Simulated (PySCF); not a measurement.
C3H4FN.
SMILES with atom numbers: `[CH2:1]=[N:2][C:3](=[CH2:4])[F:5]` (hydrogens: H6, H7 on C1; H8, H9 on C4)

Level: PBE0/pcSseg-1 and B3LYP/def2-SVPD in PySCF, non-relativistic, on one gas-phase PBE0-D3(BJ)/def2-SVP geometry that isn't relaxed in the solvent. The solvent is an IEF-PCM continuum (Bondi radii, 1.10 Å for H, scaled by 1.2). Specific hydrogen bonds and non-electrostatic terms are outside this model.

Gas phase at PBE0/pcSseg-1: HOMO -7.38 eV, LUMO -1.58 eV, dipole 0.65 D.

Question: What does the continuum do to the energy, the frontier levels and the dipole at PBE0/pcSseg-1 in chloroform and dimethylsulfoxide?

Answer: 
```
          solvent      ε  E(solvent) − E(gas) (kcal/mol)  polarisation term (kcal/mol)  distortion of the solute (kcal/mol)  HOMO (eV)  LUMO (eV)  dipole (D)
       chloroform  4.711                           -2.61                         -2.88                                 0.27      -7.36      -1.52        0.88
dimethylsulfoxide  46.83                           -3.65                         -4.19                                 0.54      -7.38      -1.52        0.99
```

The first energy column is the sum of the next two and covers electrostatics alone. From chloroform to dimethylsulfoxide the lowering changes by a factor 1.40, Onsager's factor (ε − 1)/(2ε + 1) by 1.36 and ε itself by 9.9.

Question: Which Hirshfeld charges (PBE0/pcSseg-1) respond most in chloroform (means over atoms taken as equivalent)?

Answer: 
```csv
atoms,environment,gas (e),solvent (e),change
N2,imine nitrogen,-0.152,-0.170,-0.018
C1,imine carbon,+0.012,+0.020,+0.008
H7,hydrogen on a C=N carbon,+0.060,+0.068,+0.008
H6,hydrogen on a C=N carbon,+0.044,+0.052,+0.008
C3,vinylic C–F carbon,+0.120,+0.114,-0.006
H9,vinylic hydrogen,+0.056,+0.060,+0.004
F5,vinyl fluorine,-0.080,-0.085,-0.005
C4,terminal =CH2 carbon,-0.117,-0.120,-0.003
H8,vinylic hydrogen,+0.058,+0.060,+0.002
```

Question: How do the nuclear quadrupole coupling constants eQVzz/h respond in chloroform?

Answer: 
| nucleus | Q (barn) | gas (MHz) | solvent (MHz) | η gas | η solvent |
| --- | --- | --- | --- | --- | --- |
| 14N at N2 | 0.02044 | -5.45 | -5.30 | 0.34 | 0.30 |

Gas phase at B3LYP/def2-SVPD: HOMO -7.22 eV, LUMO -1.89 eV, dipole 0.53 D.

Question: What does the continuum do to the energy, the frontier levels and the dipole at B3LYP/def2-SVPD in chloroform and dimethylsulfoxide?

Answer: 
| solvent | ε | E(solvent) − E(gas) (kcal/mol) | polarisation term (kcal/mol) | distortion of the solute (kcal/mol) | HOMO (eV) | LUMO (eV) | dipole (D) |
| --- | --- | --- | --- | --- | --- | --- | --- |
| chloroform | 4.711 | -2.40 | -2.67 | 0.27 | -7.19 | -1.82 | 0.72 |
| dimethylsulfoxide | 46.83 | -3.37 | -3.93 | 0.56 | -7.20 | -1.81 | 0.82 |

Question: How does the static polarisability (B3LYP/def2-SVPD, frozen core, with the continuum's full static response) change?

Answer: 
```
           medium  isotropic (au)  principal values (au)  ⟨r²⟩ of the electrons (bohr²)
              gas            51.1       30.4, 41.4, 81.4                          383.1
       chloroform            63.4      36.3, 49.9, 103.9                          382.5
dimethylsulfoxide            69.0      39.7, 54.0, 113.2                          382.2
```

The isotropic value in dimethylsulfoxide is 1.35 times the gas-phase one; no cavity-field correction is applied. ⟨r²⟩ is taken about the centre of nuclear charge.

Shape of the structure used: `[CH2:1]=[N:2][C:3](=[CH2:4])[F:5]`: C1–N2–C3–C4 179°.
